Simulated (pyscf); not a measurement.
H₂N–B(NH₂)–Cl (SMILES NB(N)Cl) + H₂ (SMILES [H][H]) → H₂N–BH–NH₂ (SMILES NBN) + HCl (SMILES Cl) (four-centre exchange; singlet surface; B–Cl, H–H broken, B–H, Cl–H formed). PySCF, gas phase, ωB97X-D3(BJ)/def2-SVP geometries. Energies in kcal/mol from the separated reactants.

| level | barrier | reaction energy |
|---|---|---|
| PBE/def2-TZVP | 42.9 | +15.4 |
| r²SCAN/def2-TZVP | 45.7 | +17.4 |
| PBE0-D3(BJ)/def2-TZVP | [?] | [?] |
| M06-2X/def2-TZVP | 51.1 | +17.4 |
| ωB97M-D3(BJ)/def2-TZVP | 49.5 | +15.7 |
| HF/def2-TZVP | [?] | +13.0 |

Q: Some entries are withheld; supply them.

A: 
- PBE0-D3(BJ)/def2-TZVP, barrier: 45.5
- PBE0-D3(BJ)/def2-TZVP, reaction energy: +16.2
- HF/def2-TZVP, barrier: 63.6

The functionals in the table span 8.2 kcal/mol in this barrier, from PBE to M06-2X. This is the saddle that the search found; another between the same sides may lie lower.
